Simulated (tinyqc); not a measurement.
Worked calculation: UHF in the sto-3g basis, for H2O, spin multiplicity 1. This run ends on a higher stationary point, not on the lowest solution. One step of it, computed by the program tinyqc.

Question. Iteration 2: diagonalisation and new density. Diagonalise F' = X^T F X, C = X C', fill 5 alpha and 5 beta electrons from the bottom; D(s) = C_occ C_occ^T. Each column has its largest component positive (the first on a tie).

extrapolated F(alpha) (hartree), order 1O 1s, 1O 2s, 1O 2px, 1O 2py, 1O 2pz, 2H 1s, 3H 1s:
$$\begin{pmatrix}
-20.352125 & -5.183648 & 0.000022 & 0.002143 & -0.022410 & -0.470293 & -0.524548 \\
-5.183648 & -2.408646 & 0.014998 & 0.006718 & -0.020510 & -0.516613 & -0.568244 \\
0.000022 & 0.014998 & -0.206312 & 0.239788 & 0.024094 & -0.071772 & 0.052437 \\
0.002143 & 0.006718 & 0.239788 & -0.319772 & -0.009752 & -0.239735 & 0.267866 \\
-0.022410 & -0.020510 & 0.024094 & -0.009752 & -0.301857 & -0.265231 & -0.288750 \\
-0.470293 & -0.516613 & -0.071772 & -0.239735 & -0.265231 & -0.230911 & -0.133447 \\
-0.524548 & -0.568244 & 0.052437 & 0.267866 & -0.288750 & -0.133447 & -0.278396
\end{pmatrix}$$

extrapolated F(beta) (hartree), order 1O 1s, 1O 2s, 1O 2px, 1O 2py, 1O 2pz, 2H 1s, 3H 1s:
$$\begin{pmatrix}
-20.352125 & -5.183648 & -0.000022 & 0.002143 & -0.022410 & -0.470293 & -0.524548 \\
-5.183648 & -2.408646 & -0.014998 & 0.006718 & -0.020510 & -0.516613 & -0.568244 \\
-0.000022 & -0.014998 & -0.206312 & -0.239788 & -0.024094 & 0.071772 & -0.052437 \\
0.002143 & 0.006718 & -0.239788 & -0.319772 & -0.009752 & -0.239735 & 0.267866 \\
-0.022410 & -0.020510 & -0.024094 & -0.009752 & -0.301857 & -0.265231 & -0.288750 \\
-0.470293 & -0.516613 & 0.071772 & -0.239735 & -0.265231 & -0.230911 & -0.133447 \\
-0.524548 & -0.568244 & -0.052437 & 0.267866 & -0.288750 & -0.133447 & -0.278396
\end{pmatrix}$$

X, order 1O 1s, 1O 2s, 1O 2px, 1O 2py, 1O 2pz, 2H 1s, 3H 1s:
$$\begin{pmatrix}
-0.431263 & -0.070799 & 0.672560 & 0.000000 & 0.607106 & 0.019642 & 0.225915 \\
0.892603 & 0.103751 & -0.290257 & 0.000000 & 0.338833 & 0.018046 & 0.465336 \\
0.000000 & 0.000000 & 0.000000 & 1.000000 & 0.000000 & 0.000000 & 0.000000 \\
-0.097644 & 0.744754 & 0.009013 & 0.000000 & -0.006778 & 0.720582 & -0.017917 \\
0.430632 & 0.039589 & 0.696476 & 0.000000 & -0.578116 & 0.001144 & 0.243064 \\
-0.436416 & -0.738017 & -0.246974 & 0.000000 & -0.204816 & 0.409428 & 0.380264 \\
-0.631918 & 0.616459 & -0.225197 & 0.000000 & -0.187189 & -0.381239 & 0.408912
\end{pmatrix}$$

Give: F' = X^T F X; orbital energies; coefficients C; F' = X^T F X; orbital energies; coefficients C; D(alpha) after iteration 2; D(beta) after iteration 2.

Answer.

F' = X^T F X (alpha) (hartree):
$$\begin{pmatrix}
-1.1588 & -0.2811 & 3.1503 & -0.0015 & 3.0412 & 0.0886 & 1.2606 \\
-0.2811 & 0.1744 & 0.5881 & 0.2664 & 0.6226 & 0.0108 & 0.2700 \\
3.1503 & 0.5881 & -7.2388 & 0.0205 & -7.9660 & -0.2873 & -4.1293 \\
-0.0015 & 0.2664 & 0.0205 & -0.2063 & -0.0056 & 0.1237 & 0.0027 \\
3.0412 & 0.6226 & -7.9660 & -0.0056 & -9.7628 & -0.3268 & -5.0154 \\
0.0886 & 0.0108 & -0.2873 & 0.1237 & -0.3268 & -0.5038 & -0.1643 \\
1.2606 & 0.2700 & -4.1293 & 0.0027 & -5.0154 & -0.1643 & -3.4806
\end{pmatrix}$$

orbital energies (alpha) (hartree): MO1 -20.3599, MO2 -1.1800, MO3 -0.5563, MO4 -0.4676, MO5 -0.2720, MO6 0.3016, MO7 0.3575

coefficients C (alpha), order 1O 1s, 1O 2s, 1O 2px, 1O 2py, 1O 2pz, 2H 1s, 3H 1s:
$$\begin{pmatrix}
0.9948 & -0.2495 & -0.0052 & 0.0649 & 0.0029 & 0.0843 & 0.0138 \\
0.0218 & 0.9540 & 0.0273 & -0.3216 & -0.0180 & -0.4498 & -0.0780 \\
0.0000 & -0.0134 & -0.4361 & -0.0546 & 0.7835 & -0.1205 & 0.4222 \\
-0.0002 & -0.0054 & 0.7562 & 0.0080 & 0.0269 & -0.0732 & 0.7112 \\
0.0021 & 0.0342 & 0.0264 & 0.7637 & 0.0259 & -0.6828 & -0.1160 \\
-0.0029 & 0.0986 & 0.2219 & 0.2896 & 0.5199 & 0.7017 & -0.4948 \\
-0.0032 & 0.1206 & -0.2635 & 0.3726 & -0.4002 & 0.5701 & 0.6853
\end{pmatrix}$$

F' = X^T F X (beta) (hartree):
$$\begin{pmatrix}
-1.1588 & -0.2811 & 3.1503 & 0.0015 & 3.0412 & 0.0886 & 1.2606 \\
-0.2811 & 0.1744 & 0.5881 & -0.2664 & 0.6226 & 0.0108 & 0.2700 \\
3.1503 & 0.5881 & -7.2388 & -0.0205 & -7.9660 & -0.2873 & -4.1293 \\
0.0015 & -0.2664 & -0.0205 & -0.2063 & 0.0056 & -0.1237 & -0.0027 \\
3.0412 & 0.6226 & -7.9660 & 0.0056 & -9.7628 & -0.3268 & -5.0154 \\
0.0886 & 0.0108 & -0.2873 & -0.1237 & -0.3268 & -0.5038 & -0.1643 \\
1.2606 & 0.2700 & -4.1293 & -0.0027 & -5.0154 & -0.1643 & -3.4806
\end{pmatrix}$$

orbital energies (beta) (hartree): MO1 -20.3599, MO2 -1.1800, MO3 -0.5563, MO4 -0.4676, MO5 -0.2720, MO6 0.3016, MO7 0.3575

coefficients C (beta), order 1O 1s, 1O 2s, 1O 2px, 1O 2py, 1O 2pz, 2H 1s, 3H 1s:
$$\begin{pmatrix}
0.9948 & -0.2495 & -0.0052 & 0.0649 & -0.0029 & 0.0843 & 0.0138 \\
0.0218 & 0.9540 & 0.0273 & -0.3216 & 0.0180 & -0.4498 & -0.0780 \\
0.0000 & 0.0134 & 0.4361 & 0.0546 & 0.7835 & 0.1205 & -0.4222 \\
-0.0002 & -0.0054 & 0.7562 & 0.0080 & -0.0269 & -0.0732 & 0.7112 \\
0.0021 & 0.0342 & 0.0264 & 0.7637 & -0.0259 & -0.6828 & -0.1160 \\
-0.0029 & 0.0986 & 0.2219 & 0.2896 & -0.5199 & 0.7017 & -0.4948 \\
-0.0032 & 0.1206 & -0.2635 & 0.3726 & 0.4002 & 0.5701 & 0.6853
\end{pmatrix}$$

D(alpha) after iteration 2, order 1O 1s, 1O 2s, 1O 2px, 1O 2py, 1O 2pz, 2H 1s, 3H 1s:
$$\begin{pmatrix}
1.0560 & -0.2373 & 0.0043 & -0.0022 & 0.0430 & -0.0084 & -0.0089 \\
-0.2373 & 1.0150 & -0.0213 & 0.0124 & -0.2126 & -0.0024 & -0.0049 \\
0.0043 & -0.0213 & 0.8073 & -0.3091 & -0.0333 & 0.2934 & -0.2206 \\
-0.0022 & 0.0124 & -0.3091 & 0.5727 & 0.0266 & 0.1836 & -0.2077 \\
0.0430 & -0.2126 & -0.0333 & 0.0266 & 0.5857 & 0.2439 & 0.2713 \\
-0.0084 & -0.0024 & 0.2934 & 0.1836 & 0.2439 & 0.4131 & -0.1467 \\
-0.0089 & -0.0049 & -0.2206 & -0.2077 & 0.2713 & -0.1467 & 0.3830
\end{pmatrix}$$

D(beta) after iteration 2, order 1O 1s, 1O 2s, 1O 2px, 1O 2py, 1O 2pz, 2H 1s, 3H 1s:
$$\begin{pmatrix}
1.0560 & -0.2373 & -0.0043 & -0.0022 & 0.0430 & -0.0084 & -0.0089 \\
-0.2373 & 1.0150 & 0.0213 & 0.0124 & -0.2126 & -0.0024 & -0.0049 \\
-0.0043 & 0.0213 & 0.8073 & 0.3091 & 0.0333 & -0.2934 & 0.2206 \\
-0.0022 & 0.0124 & 0.3091 & 0.5727 & 0.0266 & 0.1836 & -0.2077 \\
0.0430 & -0.2126 & 0.0333 & 0.0266 & 0.5857 & 0.2439 & 0.2713 \\
-0.0084 & -0.0024 & -0.2934 & 0.1836 & 0.2439 & 0.4131 & -0.1467 \\
-0.0089 & -0.0049 & 0.2206 & -0.2077 & 0.2713 & -0.1467 & 0.3830
\end{pmatrix}$$
